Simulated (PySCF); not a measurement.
Species: C2H2FO3 (charge -1).
Structure used (GFN2-xTB), in Å, numbered top down from 1:
```
atom  x, y, z in Å
O1     1.2166    0.6219   -1.2533
C2     1.4490    0.0913   -0.1921
O3     2.4291   -0.1607    0.4587
O4     0.1723   -0.4553    0.5233
C5    -0.9928   -0.1574   -0.0404
F6    -1.7216    0.8000    0.7027
H7    -1.6727   -1.0281   -0.0784
H8    -0.8708    0.2976   -1.0405
```

The closed-shell SCF was solved with PySCF and density fitting under several settings on one GFN2-xTB geometry (grid level 2 and gas phase unless stated).

```csv
settings,basis functions,SCF cycles,E (Eh),HOMO (eV),LUMO (eV)
PBE0/pcSseg-1,112,14,-402.5556,-2.14,6.26
PBE0/6-31G*,88,14,-402.5618,-1.64,8.08
```

Estimate the row for these settings: KT3/pcSseg-1, fitting basis def2-universal-jkfit, energy threshold 1e-07 Eh.

```tsv
settings	basis functions	SCF cycles	E (Eh)	HOMO (eV)	LUMO (eV)
KT3/pcSseg-1, fitting basis def2-universal-jkfit, energy threshold 1e-07 Eh	112	11	-408.3154	-0.48	5.35
```

Over all rows, what range does the HOMO–LUMO gap span?

From 5.83 eV (KT3/pcSseg-1, fitting basis def2-universal-jkfit, energy threshold 1e-07 Eh) to 9.72 eV (PBE0/6-31G*). The functional of the narrowest has no exact exchange, that of the widest 25 % exact exchange.

Compare two rows with the functional PBE0: PBE0/6-31G* and PBE0/pcSseg-1. Which energy is lower, and by how much?

PBE0/6-31G* (88 functions) lies 0.0062 Eh or 3.9 kcal/mol below PBE0/pcSseg-1 (112 functions).

Whole jobs, the steps after the SCF included, on an Arm Neoverse V2 with one thread, no GPU, on a shared host:

```csv
settings,work after the SCF,wall time,peak memory
PBE0/pcSseg-1,shieldings,5.1 s,0.51 GiB
PBE0/6-31G*,spin–spin couplings from 8 perturbed nuclei,9.1 s,0.42 GiB
"KT3/pcSseg-1, fitting basis def2-universal-jkfit, energy threshold 1e-07 Eh","shieldings, charges and field gradients",7.7 s,0.40 GiB
```

Cycle counts include a coarse-grid stage where the run had one. All basis functions are spherical, in the Pople sets too. KT3 was designed for NMR shieldings or shifts; total energies of different functionals aren't comparable.

One conformer stands for the species.
